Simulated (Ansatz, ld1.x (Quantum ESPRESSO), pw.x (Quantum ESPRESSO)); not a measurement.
## From atom to crystal: PAW potential for V (Z = 23)

```json
{
 "Element": "V",
 "Generator": "ld1.x (Quantum ESPRESSO) 7.5",
 "Type": "PAW",
 "Functional": "PBEsol",
 "Relativity": "scalar-relativistic",
 "Frozen core": "[Ar]",
 "Valence charge": "5",
 "Reference configuration": "3d3 4s2 4p0",
 "Partial waves": "4s (bound): rcut 1.95, rcutus 2.65 bohr; 4s channel at 4.2 Ry: rcut 1.95, rcutus 2.65 bohr; 4p (bound, empty): rcut 1.90, rcutus 2.45 bohr; 4p channel at 1.4 Ry: rcut 1.90, rcutus 2.45 bohr; 3d (bound): rcut 1.85, rcutus 2.20 bohr; 3d channel at 0.95 Ry: rcut 1.85, rcutus 2.20 bohr",
 "Local potential": "all-electron potential smoothed inside 2.45 bohr (lloc = -1)",
 "Core correction": "a·sin(br)/r model core, default radius (core density twice the valence density)",
 "Augmentation charge": "BESSEL, radius 1.80 bohr"
}
```

Crystal test: diamond V in pw.x 7.5, no spin, 9³ k-points, Fermi–Dirac smearing 0.01 Ry, cutoffs 40/320 Ry. The reference is all-electron LAPW (Ansatz 0.2.0) with the same functional, mesh and smearing; V0 and B0 come from Birch–Murnaghan fits to the pressures at five volumes. Errors are pseudo minus all-electron; Δ is the rms difference of the E(V) curves that follow from these fits, minima aligned, over ±6 % about the mean V0. Mesh and smearing are coarse, so the numbers serve the comparison and aren't converged zero-temperature values; the lattice is a test structure that the element need not adopt.

All-electron: a0 = 5.207 Å (V0 = 17.65 Å³/atom), B0 = 69.2 GPa.

How far does the potential miss the all-electron equation of state?

mean pressure error (GPa): -0.10; a0 (Å): 5.205; a0 error (%): -0.04; B0 error (%): -8.7; Δ (meV/atom): 0.7. The largest radius (2.65 bohr) exceeds half the bond length (2.13 bohr), so the spheres overlap, which is one possible source of error among others. Atomic configuration tests: 2 of 7 tests not solved or not reliable.

```csv
V (Å³/atom),P all-electron (GPa),P pseudo (GPa)
16.754,3.96,3.50
17.195,1.89,1.65
17.636,0.05,-0.02
18.077,-1.59,-1.52
18.518,-3.04,-2.85
```

At the middle volume, how do free energy and pressure move when the wave cutoff is lowered (ecutrho held at 320 Ry)?

| cutoff (Ry) | shift of F (meV/atom) | shift of P (GPa) |
| --- | --- | --- |
| 18 | +645.9 | +13.92 |
| 24 | +475.7 | +0.44 |
| 32 | +50.5 | -4.16 |

The run at the middle volume (35 k-points, 14 iterations) took about 23 s on one core of a shared host (Neoverse-V1, 32 threads, 247 GiB, load 14).
